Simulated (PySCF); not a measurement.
## Working out the electron affinity of F

F⁻ [Ne] (1S) → F [He] 2s2 2p5 (2P). Computed with PySCF 2.14 in aug-cc-pCVTZ-DK with one added diffuse shell each of s, p, d, f type (8s7p5d3f, 75 functions), with the spin-free X2C one-electron Hamiltonian (Gaussian nucleus). Frozen: nothing. Energies in hartree (1 hartree = 27.21139 eV):

| part | F⁻ (lower) | F (upper) |
| --- | --- | --- |
| UHF | -99.537291 | -99.493808 |
| MP2 opposite-spin | -0.268961 | -0.207199 |
| MP2 same-spin | -0.087712 | -0.058733 |

**Question.** What does Hartree-Fock give?

**Answer.** (-99.493808) − (-99.537291) = 0.043483 hartree = 1.183 eV.

**Question.** What do MP2 and SCS-MP2 (6/5 opposite-spin, 1/3 same-spin) give?

**Answer.** The opposite-spin parts differ by 1.681 eV and the same-spin parts by 0.789 eV. MP2: 1.183 + (1.681) + (0.789) = 3.653 eV. SCS-MP2: 1.183 + 1.2 × (1.681) + (0.789)/3 = 3.463 eV.

A first-order spin-orbit estimate adds -0.017 eV to MP2 (valence and next inner shell), giving 3.636 eV against 3.401 eV (measured; photodetachment measurements, as compiled on the Wikipedia data page of electron affinities).

What remains against the reference includes basis incompleteness and correlation beyond second order.
